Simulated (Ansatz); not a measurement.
System: cubic perovskite SrTiO₃ (cubic form, which distorts at low temperature). Method: LDA (Ansatz, a quantum-chemistry and plane-wave program, plane waves, PAW).

Numerical settings: plane-wave cutoff 520 eV, 6×6×6 k mesh, no spin polarisation, scalar-relativistic PAW data made under PBE.

Computed at the level's own relaxed cell.

Elastic tensor (GPa, Voigt notation, ions relaxed):

```
  383.2   111.0   111.0     0.0     0.0     0.0
  111.0   383.2   111.0     0.0     0.0     0.0
  111.0   111.0   383.2     0.0     0.0     0.0
    0.0     0.0     0.0   119.0     0.0     0.0
    0.0     0.0     0.0     0.0   119.0     0.0
    0.0     0.0     0.0     0.0     0.0   119.0
```

Work out the Voigt, Reuss and Hill averages of the bulk and shear moduli, Young's modulus and Poisson's ratio from the printed constants.

K_V = [C11 + C22 + C33 + 2(C12 + C13 + C23)]/9 = [1149.6 + 2 × 333.0]/9 = 201.7 GPa. G_V = [1149.6 − 333.0 + 3 × 357.0]/15 = 125.8 GPa. From the compliances S = C⁻¹, K_R = 201.7 and G_R = 125.3 GPa. Hill means: K = 201.7, G = 125.5 GPa. E = 9KG/(3K + G) = 312 GPa, ν = (3K − 2G)/(6K + 2G) = 0.24, K/G = 1.61.

Measured, for comparison: elastic constant C11 318 GPa, elastic constant C12 103 GPa, elastic constant C44 124 GPa (273 K, not corrected to a static lattice; as tabulated in Frostenson et al. (2021), arXiv:2109.07393). Computed (rounded) less measured: elastic constant C11 +20 %, elastic constant C12 +8 %, elastic constant C44 -4 %. A static lattice is as a rule a little smaller and stiffer than an uncorrected measurement, which narrows the difference in the elastic constant C12 and would widen misses of the other sign.

Note: the relaxation could not lower the start's symmetry, so the cell can be a saddle point above a distorted one.

Static lattice: no zero-point or thermal effects.
